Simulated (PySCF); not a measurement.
## Vibration and rotation of MgAl

PBE0 constants of MgAl, ²Π (doublet), unpaired electrons π ↑ (basis Mg def2-SVPD, Al def2-SVPD; no relativity; PySCF 2.14; masses 23.9850 and 26.9815 u):

* ωe: 200.2 cm⁻¹
* ωexe: 2.18 cm⁻¹
* Be: 0.15766 cm⁻¹
* αe: 0.00198 cm⁻¹
* De to Mg + Al: 0.499 eV

(1) What force constant and bond length do these constants imply?

(2) Estimate the centrifugal constant D from the Kratzer relation and find the Dunham coefficient a1.

The state is the lowest determinant that a PBE0 search found; another state may lie lower at other levels.

Results:

(1) Reduced mass μred = 12.698 u; k = 5.8918×10⁻⁷·μred·ωe² (u, cm⁻¹, mdyn/Å) = 0.300 mdyn/Å; Re = √(16.8576/(μred·Be)) (u, cm⁻¹, Å) = 2.902 Å.

(2) D = 4Be³/ωe² = 3.91e-07 cm⁻¹; a1 = −1 − αeωe/(6Be²) = -3.66.
